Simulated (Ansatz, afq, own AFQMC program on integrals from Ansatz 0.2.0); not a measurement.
Atomization energy of SnF₂, singlet, worked out

```xyz
3

Sn    0.0000   -0.3140    0.0000
F     0.0000    0.9810   -1.4340
F     0.0000    0.9810    1.4340
```

Connectivity, by distances: F–Sn–F.

Basis def2-TZVPP with its core potentials. Noble-gas cores (and the filled d shells of Ga–Kr and In–Xe) are frozen. AFQMC by an in-house program on the Cholesky factors that Ansatz 0.2.0 writes for its CCSD(T) run. The CISD trial takes its coefficients from CCSD amplitudes. Released means that phaseless walkers are propagated on without the constraint, phases kept. Uncertainties: one standard error, sampling alone. No spin–orbit coupling.

Total energies in eV. CBS is CCSD(T) at the limit of def2-TZVPP/QZVPP (extrapolated itself); the highest rung of each member is named.

Cautions: inner d shell frozen; no spin-orbit coupling; SnF₂ (singlet): the released value is read at 0.99 1/Eh with a noise of 11 meV, more than in the cases checked, later times being too noisy (meV from the phaseless value at times in 1/Eh: 4 ± 7 at 0.24, -1 ± 8 at 0.51, -4 ± 11 at 0.99, -21 ± 19 at 1.50).

```tsv
member	count	CCSD(T)/def2-TZVPP	highest rung in def2-TZVPP	which	CCSD(T)/CBS
Sn (triplet)	+1	-5806.8395	-5806.8527	FCI	-5806.9928
F (doublet)	+2	-2710.9359	-2710.9439	CCSDTQ	-2712.1062
SnF₂, singlet	-1	-11238.7976	-11238.8333 ± 0.0111	released AFQMC	-11241.8619
```

Work out the best estimate of the atomization energy: the CCSD(T)/CBS difference plus the step from CCSD(T) to the highest rung.

Sums with the counts: CCSD(T)/CBS 10.6567 eV, highest rung 10.0928 eV, CCSD(T)/def2-TZVPP 10.0863 eV. The step is 10.0928 − 10.0863 = 0.0065 eV, so the best estimate is 10.6567 + (0.0065) = 10.6632 eV = 1028.8 kJ/mol, with sampling noise 0.011 eV. The step is under twice that noise, so its sign is open. The basis set is worth 0.570 eV of it. Zero-point, core-correlation and spin–orbit terms aren't in it.

Best estimates are given only where the step beyond CCSD(T) is under 0.3 eV and no member's determinant is very poor (T1 over 0.05, or 0.07 for open shells, ⟨S²⟩ too high by 0.3, two states mixed), so the hardest cases are missing from such tables.

CCSDT and higher add their correlation energy to the determinant of the CCSD(T) run, since their own runs factorise the integrals more tightly (a shift of under 2 meV). Each member of a difference takes its own highest rung, so a best estimate needn't equal the limit plus the step of one row. A walk keeps the symmetry of its determinant, which the program's search chose and which needn't be the lowest solution, so a lower state of the same spin and another symmetry isn't excluded. Released energies are given only where the last usable release times agree within the noise; a slower fall can still hide under it. The exponents were fitted on light atoms, and def2 sets of heavy atoms don't grow evenly, so the limit is rough here.
